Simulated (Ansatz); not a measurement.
`CC(F)=C(F)F` at its PBE0-D4/def2-TZVP geometry, where that method's forces vanish. Total charge 0; spin multiplicity 1.

```
atom   x (Å)   y (Å)   z (Å)
  C1   1.121   0.240  -0.242
  C2  -0.337   0.047  -0.366
  F3  -0.853   0.298  -1.580
  C4  -1.170  -0.341   0.586
  F5  -2.462  -0.499   0.431
  F6  -0.793  -0.617   1.817
  H7   1.390   1.273  -0.478
  H8   1.652  -0.415  -0.939
  H9   1.452   0.015   0.770
```

Task: For each bond, give half the difference of the two atoms' forces along it (eV/Å; positive pushes the atoms apart) under PBE-D4, r2SCAN-D4, B3LYP-D4, ωB97M-V in def2-TZVPP. (Estimate.)

Result: Ansatz gave: 
```
 bond  length (Å)  PBE-D4  r2SCAN-D4  B3LYP-D4  ωB97M-V
C1–C2       1.476   -0.29      -0.13      0.07     0.23
C1–H7       1.093    0.12      -0.01     -0.06    -0.11
C1–H8       1.093    0.12      -0.01     -0.06    -0.11
C1–H9       1.089    0.11      -0.02     -0.06    -0.08
C2–F3       1.343    0.50       0.32      0.38     0.31
C2–C4       1.323    0.16      -0.02     -0.30    -0.47
C4–F5       1.311    0.47       0.22      0.33     0.30
C4–F6       1.317    0.45       0.23      0.34     0.31
```

B3LYP here is the variant with VWN-RPA as its local correlation; programs differ in this.
